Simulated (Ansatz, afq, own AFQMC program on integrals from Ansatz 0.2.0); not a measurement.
## NaO⁺, singlet → NaO⁺, triplet

```xyz
2

O     0.0000    0.0000    0.0000
Na    0.0000    0.0000    2.5158
```

E(triplet, charge +1) − E(singlet, charge +1) at this geometry, on RHF and UHF determinants.

Basis cc-pVDZ. Noble-gas cores (and the filled d shells of Ga–Kr and In–Xe) are frozen. Ansatz 0.2.0 and our own AFQMC program on the same integrals; the CISD trial comes from CCSD amplitudes, and released means the phaseless constraint is let go. Uncertainties: one standard error, sampling alone. The errors of all members are added in quadrature.

Full CI on the same integrals is exact in this basis and with this determinant's frozen core.

Errors are counted within cc-pVDZ, not against nature.

Cautions: NaO⁺ (singlet): another spin lies lower, restricted determinant unstable towards unrestricted (UHF 2.44 eV lower, ⟨S²⟩ 1.01), strong correlation (T1 0.006, weight of the determinant 0.84, largest double 0.30), the CCSDT(Q) amplitudes may be one of several solutions (largest double 0.92), the CCSDTQ amplitudes may be one of several solutions (largest double 0.92), the ph-AFQMC/CISD walk drifts between its halves (2.9 errors), the released energy hasn't reached full CI (50 meV above it at 0.99 1/Eh, later times being too noisy to tell), so no released level is given (meV from the phaseless value at times in 1/Eh: -11 ± 11 at 0.24, -22 ± 17 at 0.51, -18 ± 12 at 0.99, -14 ± 24 at 1.62, -15 ± 27 at 2.40), the determinant fills πx and πy unequally, so it mixes two states of the linear molecule, and each level undoes that mixture to a different degree, while full CI gives the lower state, CCSDTQ on the UHF determinant differs (2.16 eV lower), perhaps since the unrestricted series falls towards higher spin, its ph-AFQMC/CISD value lies 68 ± 10 meV above full CI; core correlation is missing, and it shifts such a gap most where an s electron is promoted.

```csv
level,vertical spin gap (kJ/mol)
CCSD,-242.2
MP2,-289.5
```

From these cheaper values, estimate the vertical spin gap at the reference level in cc-pVDZ.

-209.1 kJ/mol (full CI in cc-pVDZ).

```tsv
level	vertical spin gap (kJ/mol)	error against FCI (kJ/mol)
HF	-334.8	-125.7
CCSD(T)	-226.4	-17.3
CCSDT	-209.6	-0.5
CCSDT(Q)	-208.8	0.3
ph-AFQMC/CISD	-215.2 ± 1.0	-6.1 ± 1.0
```

Correlation beyond CCSD(T) adds 17.3 kJ/mol. The perturbative (T) step is worth +15.8 kJ/mol. Where a determinant mixes two states, these steps and errors hold in part the undoing of that mixture, and only full CI is sure.

CCSDT and higher add their correlation energy to the determinant of the CCSD(T) run, since their own runs factorise the integrals more tightly (a shift of under 2 meV).
